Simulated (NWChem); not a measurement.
butadiene (C$_{4}$H$_{6}$)

```xyz
10

C     -1.7280    -0.6628     0.0000
C     -0.7001     0.1973     0.0000
C      0.7001    -0.1973     0.0000
C      1.7280     0.6628     0.0000
H     -1.5632    -1.7451     0.0000
H     -2.7643    -0.3169     0.0000
H     -0.9023     1.2755     0.0000
H      0.9023    -1.2755     0.0000
H      2.7643     0.3169     0.0000
H      1.5632     1.7451     0.0000
```
Charge 0, spin multiplicity 1.

Everything below was run with NWChem. Structure: optimised with PBE0/def2-SVP, a minimum by its harmonic frequencies. It is one conformer; others weren't searched.

Symmetry labels belong to the abelian group C2h used in the runs, with the axes of the coordinates shown.

**Question.** List the lowest 6 singlet excitations that TD-PBE/def2-SVP gives, with oscillator strengths.

**Answer.** 
```tsv
state	symmetry	energy (eV)	wavelength (nm)	f
1	bu	5.82	213	0.608
2	ag	6.52	190	0.000
3	au	6.63	187	0.000
4	au	7.28	170	0.000
5	bg	7.57	164	0.000
6	bg	7.65	162	0.000
```
